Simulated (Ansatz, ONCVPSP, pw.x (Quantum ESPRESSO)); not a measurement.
**aluminium (Al): does the ONCV potential hold in the solid?**

aluminium, optimised norm-conserving Vanderbilt (ONCV), made with ONCVPSP 4.0.1.1 (patched build) (PBEsol, scalar-relativistic). Core [Ne], reference 3s2 3p1. Waves: 3s: rc 1.90 bohr, ncon 3, nbas 6, qcut 3.5 1/bohr, 2 projectors, debl 1.4 Ha; 3p: rc 1.95 bohr, ncon 4, nbas 7, qcut 5 1/bohr, 1 projector; d scattering state at 0.38 Ha: rc 1.70 bohr, ncon 4, nbas 9, qcut 6.6 1/bohr, 2 projectors, debl 1.4 Ha. Local part: polynomial inside 1.60 bohr (lpopt 5, dvloc0 0 Ha). Core correction: polynomial model core, fcfact 0.65.

Atomic tests: cutoffs needed: 5.3 Ha and 12 Ha (the cutoffs (Ha) at which the residual kinetic energy of the hardest occupied pseudo-wave falls to 1 and 0.1 mHa per electron) The cutoffs count occupied waves only; projector 2 of the d channel, the hardest unoccupied one, needs 19 Ha at the loose tolerance.; ghost test: no bound ghost flagged; GHOST(+) flagged for s at 103.7 eV; largest excitation error: +5.3 meV (all-electron minus pseudo) for 3s1 3p0, out of 4 test configurations.

Crystal test: bcc Al in pw.x 7.5, no spin, 14³ k-points, Fermi–Dirac smearing 0.01 Ry, cutoffs 50/200 Ry. The reference is all-electron LAPW (Ansatz 0.2.0) with the same functional, mesh and smearing; V0 and B0 come from Birch–Murnaghan fits to the pressures at five volumes. Errors are pseudo minus all-electron; Δ is the rms difference of the E(V) curves that follow from these fits, minima aligned, over ±6 % about the mean V0. Mesh and smearing are coarse, so the numbers serve the comparison and aren't converged zero-temperature values; the lattice is a test structure that the element need not adopt.

```csv
V (Å³/atom),P all-electron (GPa),P pseudo (GPa)
15.746,4.37,3.69
16.161,2.13,1.52
16.575,0.16,-0.39
16.989,-1.55,-2.06
17.404,-3.06,-3.52
```

All-electron: a0 = 3.215 Å (V0 = 16.61 Å³/atom), B0 = 72.6 GPa.

Pseudopotential: mean pressure error (GPa): -0.56; a0 (Å): 3.207; a0 error (%): -0.25; B0 error (%): +0.4; Δ (meV/atom): 2.0.

At the middle volume, how do free energy and pressure move when the wave cutoff is lowered (ecutrho kept at four times it)?

```json
{"cutoff (Ry)": "22", "shift of F (meV/atom)": "+9.6", "shift of P (GPa)": "+0.02"}
{"cutoff (Ry)": "30", "shift of F (meV/atom)": "+3.0", "shift of P (GPa)": "+0.00"}
{"cutoff (Ry)": "40", "shift of F (meV/atom)": "+1.7", "shift of P (GPa)": "-0.04"}
```

The run at the middle volume (104 k-points, 5 iterations) took about 5.8 s on one core of a shared host (Neoverse-V1, 32 threads, 247 GiB, load 39).
